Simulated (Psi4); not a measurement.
Reaction (SMILES): C(C)#C → C1=CC1
B3LYP-D3(BJ)/def2-TZVP geometries, fixed; electronic energies without zero-point terms.

Effect of the grid (radial, spherical points) at M06-2X/aug-cc-pVTZ with Psi4, against the last row, where the isomerisation energy is 20.50 kcal/mol. Cost is core time over that of grid: 35, 110, rough, on shared machines of one kind.

```tsv
setting	grid points, largest species	largest shift of a total energy (mEh)	shift of the isomerisation energy (kcal/mol)	cost
grid: 35, 110	26436	1.856	0.559	1×
grid: 50, 194	66546	-0.141	-0.087	2×
grid: 75, 302	153102	-0.013	-0.007	4×
grid: 99, 590	393266	0.005	0.004	5×
grid: 150, 974	980615	0.000	0.000	20×
```

Within 0.02 kcal/mol in the isomerisation energy: grid: 75, 302; grid: 99, 590. The largest shift is 1.856 mEh in a total energy and 0.559 kcal/mol in the difference.
